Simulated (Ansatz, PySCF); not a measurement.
This Ansatz (an electronic-structure program) input computes a CAM-B3LYP/def2-TZVPD energy:

Ansatz 0.2 input:
```yaml
crystal:
  periodic: [false, false, false]
  atoms:
    - {symbol: N, position_ang: [-0.00356243, 0.11201664, 0.09548205]}
    - {symbol: H, position_ang: [0.80776927, -0.37468272, -0.32489897]}
    - {symbol: H, position_ang: [-0.78283228, -0.40943375, -0.34347535]}
basis:
  gaussian:
    orbitals: def2-TZVPD
hamiltonian:
  xc: {name: CAM-B3LYP}
total_charge: -1
output: {forces: true}
```

Q: Write an input for the same energy in PySCF and say what it gives.

A: 
```python
from pyscf import gto, scf, dft

mol = gto.M(
    atom='''
    N    -0.00356243    0.11201664    0.09548205
    H     0.80776927   -0.37468272   -0.32489897
    H    -0.78283228   -0.40943375   -0.34347535
    ''',
    basis='def2-tzvpd',
    charge=-1,
    spin=0,
    verbose=4,
)

mf = dft.RKS(mol, xc='camb3lyp').density_fit(auxbasis='def2-universal-jkfit')
mf.grids.level = 3
mf.conv_tol = 1e-9
mf.max_cycle = 100
mf.max_memory = 1500
mf.kernel()
if not mf.converged:
    mf = mf.newton()
    mf.kernel(mf.make_rdm1())
mf.analyze()
```
It gives -55.89632 Eh, and Ansatz -55.89629 Eh, a difference of 0.03 mEh, from the treatment of integrals and grids.

Whether it binds its extra electron was not tested at this geometry.
